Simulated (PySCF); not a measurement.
A structure optimised at PBE-D3(BJ)/def2-TZVPD, used in a PySCF frequency run:

```xyz
3

C     -0.1760    -0.5647     0.0000
O      0.0542     0.5951     0.0000
H      0.6226    -1.3722     0.0000
```
Charge 0, spin multiplicity 2.

Write its SMILES, formula and point group.

[CH]=O, CHO, Cs

What are its rotational constants (standard atomic weights)?

698.08, 44.318, 41.673 GHz
